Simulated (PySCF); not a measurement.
PF₃.
SMILES with atom numbers: `[F:1][P:2]([F:3])[F:4]`

A GFN2-xTB structure was refined with PBE0-D3(BJ)/def2-TZVP geometry optimisation, gas phase in PySCF 2.14.0. Its GFN2-xTB values:

| coordinate | GFN2-xTB |
| --- | --- |
| F1–P2 | 1.595 Å |
| F1–P2–F3 | 92.9° |

Q: How do these coordinates change at the PBE0-D3(BJ)/def2-TZVP level?

A: 
```
coordinate  PBE0-D3(BJ)/def2-TZVP (Å or °)  change
     F1–P2                           1.572  -0.023
  F1–P2–F3                            97.5    +4.6
```

The energy falls by 2.4 kcal/mol over 7 energy and gradient evaluations, the largest force component goes from 0.0495 to 2.3e-04 Eh/bohr, and the atoms move by 0.046 Å rms after alignment. The bond that changes most is F1–P2 (phosphorus-bound fluorine to three-coordinate phosphorus), which shortens by 0.023 Å. Bonds longer at the end by more than 0.005 Å: 0 of 3; shorter: 3. Rotational constants go from 7877, 7440, 4925 to 7744, 7738, 4758 MHz.

The run used 130 basis functions and 52 SCF cycles in all. On one thread, Intel Xeon Platinum 8259CL at 2.50 GHz (x86_64), no GPU (shared host), this took 41 s of wall time and 0.49 GiB of memory at its peak.

No frequency check.
